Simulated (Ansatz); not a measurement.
Process, species as SMILES: OCl (OH-Cl) → Cl atom + H atom + O atom
B3LYP-D3(BJ)/def2-TZVP geometries, fixed; electronic energies without zero-point terms.

Energies in hartree at PBE with Ansatz (a first-principles code); the atomisation energy is their sum with the coefficients shown, times 627.509 kcal/mol a hartree. All functions are spherical. Open shells are unrestricted. No added dispersion term, no relativity.

```
species      coefficient  part  cc-pV(D+d)Z  cc-pV(T+d)Z  cc-pV(Q+d)Z
-----------  -----------  ----  -----------  -----------  -----------
OCl (OH-Cl)           -1   PBE   -535.69723   -535.74847   -535.76070
Cl atom               +1   PBE   -459.94929   -459.96552   -459.96943
H atom                +1   PBE     -0.49863     -0.49962     -0.49985
O atom                +1   PBE    -74.98142    -75.00491    -75.01166
```

Predict the atomisation energy in cc-pV(5+d)Z (X = 5): let each PBE step shrink by the ratio of the last two. Compare with the run.


- OCl (OH-Cl): steps -0.05124 and -0.01223, ratio 0.239, so PBE -535.76362 (run: -535.76698).
- Cl atom: steps -0.01623 and -0.00391, ratio 0.241, so PBE -459.97037 (run: -459.97270).
- H atom: steps -0.00099 and -0.00023, ratio 0.232, so PBE -0.49990 (run: -0.49997).
- O atom: steps -0.02349 and -0.00675, ratio 0.287, so PBE -75.01360 (run: -75.01437).
Predicted 175.55 kcal/mol; the run in cc-pV(5+d)Z gives 175.67, a miss of -0.12. Keeping the value in cc-pV(Q+d)Z, 175.55, would miss by -0.11. All sums are of the energies as printed.
